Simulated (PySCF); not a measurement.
# C5H10O (diethyl ketone): the cost of one run

Programs: PySCF 2.14.0, with density-fitted response routines of our own. Each step states its level of theory. These are calculated values for one molecule in the gas phase, unless marked as measured. Atoms count from 0, in the outputs and in this text.

## (1) The molecule as given

16 atoms, charge 0, multiplicity 1; geometry from: MMFF94s. The atoms were then displaced at random by about 0.03 Å, so the start is not that level's minimum.

Bonds of the start (Å): C0–C1 1.61, C1–C2 1.54, C2–O3 1.27, C2–C4 1.47, C4–C5 1.54, C0–H6 1.08, C0–H7 1.14, C0–H8 1.04, C1–H9 1.07, C1–H10 1.08, C4–H11 1.09, C4–H12 1.07, C5–H13 1.11, C5–H14 1.07, C5–H15 1.09.

## (2) Geometry optimisation at PBE0-D3(BJ)/def2-SVP

The job: settings as JSON, then the geometry in Å.

```
{"job": {"xc": "PBE0", "basis": "def2-SVP", "d3": "d3bj", "grid": 1, "shake": 0.03, "kind": "geom"}, "charge": 0, "multiplicity": 1}
C      2.587150    -0.429520     0.226810
C      1.185160    -0.109880    -0.489540
C     -0.028960    -0.039040     0.458270
O      0.273790    -0.169760     1.686800
C     -1.335190     0.202580    -0.179790
C     -2.460400     0.288960     0.865960
H      3.368890    -0.397640    -0.515110
H      2.796940     0.456190     0.920420
H      2.501430    -1.287790     0.814580
H      0.998610    -0.905450    -1.172630
H      1.225070     0.846480    -0.996190
H     -1.261680     1.177130    -0.667380
H     -1.608890    -0.548360    -0.896310
H     -3.456870     0.467510     0.398770
H     -2.293770     1.042010     1.602680
H     -2.525630    -0.627370     1.445270
```

Started as:

```bash
$ OMP_NUM_THREADS=1 python probes_run.py task.json out
```

This one command runs all jobs of the session in turn.

Q: Estimate the wall time and peak memory of this first job on 1 thread of Arm Neoverse V2, shared host.

About 66 s, with a peak of 0.51 GiB.
